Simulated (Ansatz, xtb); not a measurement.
# Relaxing a trial structure of C5H7

The starting geometry of this gas-phase doublet was built from a drawn formula by distance geometry and a force field; its bonds are those of `C1[C]2CC1C2`.

```xyz
12

C    -0.6108   -0.2192   -0.0030
C     0.3622   -0.7046    0.9940
C     0.6542    0.7988    1.2620
C    -0.8337    0.7796    1.1855
C    -0.7171   -0.5023    2.0521
H    -1.4165   -0.9153   -0.2086
H    -0.1920    0.2165   -0.9349
H     1.2419    1.2663    0.4656
H     1.1493    1.0431    2.2074
H    -1.5520    1.5781    1.2387
H    -1.4907   -1.2377    2.0395
H    -0.3801   -0.3328    3.0644
```

Predict what becomes of its bonds when it is optimised with r2SCAN-D4/def2-SVP.

It keeps its bonds, and is `C1[C]2CC1C2`.

The energy falls by 0.61 eV over 5 steps:

| step | E − E(last) (eV) |
| --- | --- |
| 1 | 0.610 |
| 2 | 0.049 |
| 3 | 0.008 |
| 4 | 0.000 |
| 5 | 0.000 |

Final geometry (Å):

```xyz
12

C    -0.6326   -0.2361   -0.0569
C     0.3721   -0.6534    1.0344
C     0.7525    0.8233    1.2558
C    -0.7899    0.7003    1.1682
C    -0.7316   -0.5345    2.1032
H    -1.4661   -0.9249   -0.2597
H    -0.2198    0.2155   -0.9712
H     1.2527    1.3414    0.4241
H     1.1697    1.0910    2.2380
H    -1.5127    1.5424    1.2513
H    -1.5713   -1.2421    2.0367
H    -0.4082   -0.3521    3.1388
```

From the same start GFN2-xTB reaches the same bonding as this run.

No frequencies were run, so the end isn't proven a minimum. Open shells are spin-unrestricted. Run with Ansatz 0.2.0, 48 s on 2 threads of AMD EPYC 7R43 64-Core Processor (Zen 3), on a shared host.
